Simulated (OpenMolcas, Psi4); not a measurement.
## PO (Phosphorus monoxide): a line through the functionals

PO: 2 atoms, total charge 0, spin state doublet. SMILES: `O=[P]`. Geometry: relaxed at PBE0-D4/def2-TZVP.

The dipole moment y, in D, basis cc-pVTZ; a is the functional's share of exact exchange. Programs: OpenMolcas 26.06, Psi4 1.11.

```
functional     program     a  y (D)
      UPBE  OpenMolcas     0   1.75
     UBLYP  OpenMolcas     0   1.82
    UTPSSh        Psi4   0.1      ?
    UB3LYP  OpenMolcas   0.2   2.01
     UPBE0  OpenMolcas  0.25   1.98
    UBHLYP  OpenMolcas   0.5   2.27
```

Question: Fit y = c + s·a to the known rows and predict UTPSSh.

Answer: 
1. Means of the 5 rows: a = 0.1900, y = 1.966.
2. Σ(Δa)² = 0.172, Σ(Δa·Δy) = 0.1643, so the slope is 0.1643/0.172 = 0.95523.
3. Intercept: 1.966 − (0.95523) × 0.1900 = 1.785. The largest residual of the fit is 0.044.
4. UTPSSh: 1.785 + (0.95523) × 0.1 = 1.88 D.

The run gave 1.85 D, so the prediction is off by +0.03 D, within the largest residual. More exact exchange makes the molecule more polar here. The rows mix families of semi-local functionals, which the line can't see.
